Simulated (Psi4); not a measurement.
Psi4 input (wB97X-D/6-31G*):

```
memory 1500 MB

molecule {
0 2
O    -0.22489627    1.19921299   -0.07691899
C    -0.43632120    0.02838055   -0.00994382
N     0.41790027   -0.99734550    0.06832224
H     0.07146814   -1.93733424    0.11876215
H     1.42032731   -0.84523444    0.07799705
symmetry c1
no_reorient
no_com
}

set {
  basis 6-31G*
  reference uks
  scf_type pk
  dft_radial_points 99
  dft_spherical_points 590
  e_convergence 1e-8
  d_convergence 1e-7
  maxiter 150
}

e = energy('wb97x-d')
print_out(f'\nFINAL {e:.10f} DIPOLE {variable("CURRENT DIPOLE")[0]:.6f} {variable("CURRENT DIPOLE")[1]:.6f} {variable("CURRENT DIPOLE")[2]:.6f}\n')
```

From the last part of the output:

```
       7A     -0.641094     8A     -0.536884     9A     -0.500785
      10A     -0.423941    11A     -0.373230

    Beta Virtual:

      12A      0.021486    13A      0.138748    14A      0.165398
      15A      0.220893    16A      0.367099    17A      0.464300
      18A      0.639019    19A      0.643995    20A      0.675352
      21A      0.760799    22A      0.801231    23A      0.832292
      24A      0.904619    25A      0.969224    26A      0.976207
      27A      1.060596    28A      1.088743    29A      1.196770
      30A      1.331157    31A      1.467343    32A      1.561474
      33A      1.573424    34A      1.773309    35A      1.802638
      36A      1.881304    37A      1.943162    38A      2.112670
      39A      2.186942    40A      2.360618    41A      2.391837
      42A      2.607093    43A      2.778035    44A      2.812871
      45A      2.989830    46A      3.121165    47A      3.844155
      48A      3.961937    49A      4.260892

    Final Occupation by Irrep:
              A
    DOCC [    11 ]
    SOCC [     1 ]
    NA   [    12 ]
    NB   [    11 ]

  @UKS Final Energy:  -169.17496430814543

   => Energetics <=

    Nuclear Repulsion Energy =             64.5683606333937092
    One-Electron Energy =                -357.8088661108221800
    Two-Electron Energy =                 139.0971752688895151
    DFT Exchange-Correlation Energy =     -15.0311836158882155
    Empirical Dispersion Energy =          -0.0004504837182539
    VV10 Nonlocal Energy =                  0.0000000000000000
    Total Energy =                       -169.1749643081454337

  UHF NO Occupations:
  HONO-2 :   10  A 1.9996740
  HONO-1 :   11  A 1.9990370
  HONO-0 :   12  A 1.0000000
  LUNO+0 :   13  A 0.0009630
  LUNO+1 :   14  A 0.0003260
  LUNO+2 :   15  A 0.0001269
  LUNO+3 :   16  A 0.0000552

Computation Completed

Properties will be evaluated at   0.000000,   0.000000,   0.000000 [a0]

Properties computed using the SCF density matrix

 Multipole Moments:

 ------------------------------------------------------------------------------------
     Multipole            Electronic (a.u.)      Nuclear  (a.u.)        Total (a.u.)
 ------------------------------------------------------------------------------------

 L = 1.  Multiply by 2.5417464519 to convert [e a0] to [Debye]
 Dipole X            :          0.5996881           -0.0000000            0.5996880
 Dipole Y            :         -1.3244261            0.0000001           -1.3244260
 Dipole Z            :          0.0915717            0.0000001            0.0915718
 Magnitude           :                                                    1.4567482

 ------------------------------------------------------------------------------------

FINAL -169.1749643081 DIPOLE 0.599688 -1.324426 0.091572

*** Psi4 exiting successfully. Buy a developer a beer!
```
